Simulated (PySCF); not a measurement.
**How good is the calculation?**

Cartesian coordinates in Å; atom numbers follow the order of the lines, from 1:
```xyz
14

C    -0.124    1.379    0.261
C     0.966    0.959   -0.367
C     1.226   -0.474   -0.699
C     0.118   -1.380   -0.274
C    -0.974   -0.960    0.352
C    -1.219    0.469    0.712
H    -0.248    2.439    0.466
H     1.722    1.679   -0.665
H     2.171   -0.798   -0.238
H     1.400   -0.581   -1.779
H     0.228   -2.436   -0.504
H    -1.741   -1.677    0.628
H    -1.353    0.560    1.800
H    -2.179    0.801    0.292
```

The experiment to reproduce: δ 1H H7/H8/H11/H12 5.70; H9/H10/H13/H14 2.67 ppm (measured; solution, not stated in the table (CDCl3 in this author's series); The use of chemical shift calculations in the conformational analysis of substituted benzenes, New J. Chem. 2019 (ESI)).

Method: geometry from PBE0-D3(BJ)/def2-TZVP, shieldings: GIAO PBE0/pcSseg-2, in PySCF (single conformer, non-relativistic, equivalent nuclei averaged, isolated molecule).

**Question.** What does the calculation give, and how does it compare?

**Answer.** 
Reference values: measured (solution, not stated in the table (CDCl3 in this author's series); The use of chemical shift calculations in the conformational analysis of substituted benzenes, New J. Chem. 2019 (ESI)).
```
         atoms  quantity  reference  computed  computed, scaled
 H7/H8/H11/H12      δ 1H       5.70      6.06              5.78
H9/H10/H13/H14      δ 1H       2.67      2.89              2.85
```

Computed shifts are σ(ref) − σ with the named reference compound (TMS for H and C) calculated as an isolated molecule at the same level. The measured values may be among those fitted. Empirical linear scaling, fitted to shifts measured mostly in CDCl3 for H and C (δ vs TMS): 1H (scatter 0.15 ppm rms, 0.16 ppm with the 4 outliers that the fit left out). A few per cent of atoms miss by over 2 rms, more outside the fitted compound classes.

**Question.** How far are the unscaled 1H shifts from the references?

**Answer.** Mean signed difference +0.29 ppm, mean absolute 0.29 ppm over 2 comparisons; the largest is +0.36 ppm at H7/H8/H11/H12 (hydrogen on an alkene CH).
